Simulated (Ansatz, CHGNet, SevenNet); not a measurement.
How well does each level of theory give the elastic constant C12 of rock-salt HfN?

Reference value: 119 GPa (measured, temperature not stated, not corrected to a static lattice; as tabulated in Wu et al. (2005), arXiv:cond-mat/0412374).

```csv
level (code),value (GPa),cell (Å³/atom),difference (%)
CHGNet 0.3.0 (CHGNet),179,11.64,+50
SevenNet-0 (SevenNet),175,11.68,+47
SevenNet-l3i5 (SevenNet),146,11.67,+23
LDA (Ansatz),115,11.15,-3.4
PBE (Ansatz),110,11.76,-7.6
PBEsol (Ansatz),111,11.40,-6.7
r²SCAN (Ansatz),119,11.58,0.0
```

The reference's temperature isn't stated, so close values are not ranked against it. Off by more than 25 % (a bound picked here): CHGNet 0.3.0 (+50 %), SevenNet-0 (+47 %).

The reference has no zero-point or thermal correction, while the calculations are for a static lattice, so the differences are not the levels' errors alone.  Density-functional levels without +SOC have no spin–orbit coupling. Each level is taken at its own relaxed cell. Cutoffs differ between the levels. Ansatz's density-functional and Hartree–Fock values are scalar-relativistic unless marked +SOC, with PAW data made under PBE.

Machine-learned potentials (CHGNet 0.3.0, SevenNet-0, SevenNet-l3i5) are trained on DFT data, which may include these solids.

Differences are worked out from the printed values.

Ansatz is a quantum-chemistry and plane-wave program.
